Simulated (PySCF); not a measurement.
SiF₄, SMILES F[Si](F)(F)F. Heavy atoms are numbered as in [F:1][Si:2]([F:3])([F:4])[F:5].

Coordinates come from a ωB97X-D3(BJ)/def2-SVP optimisation. The isomer is the one that the SMILES or the coordinates give; other isomers of the formula were not compared.

Level of theory: PBE0/pcSseg-2 run with PySCF.

GIAO shieldings, no solvent; atoms alike by connectivity are averaged. δ = σ(ref) − σ: ¹⁹F against CFCl3 (σ = 165.8 ppm); ²⁹Si against TMS (σ = 341.9 ppm), references at their B3LYP-D3(BJ)/def2-TZVP geometries, non-relativistic.

Q: Estimate the chemical shifts. (The exact figures need the calculation; the answer reports its results.)

A: 
```tsv
nucleus	atoms	count	δ (ppm)
¹⁹F	F1	4	-175.4
²⁹Si	Si2	1	-108.2
```
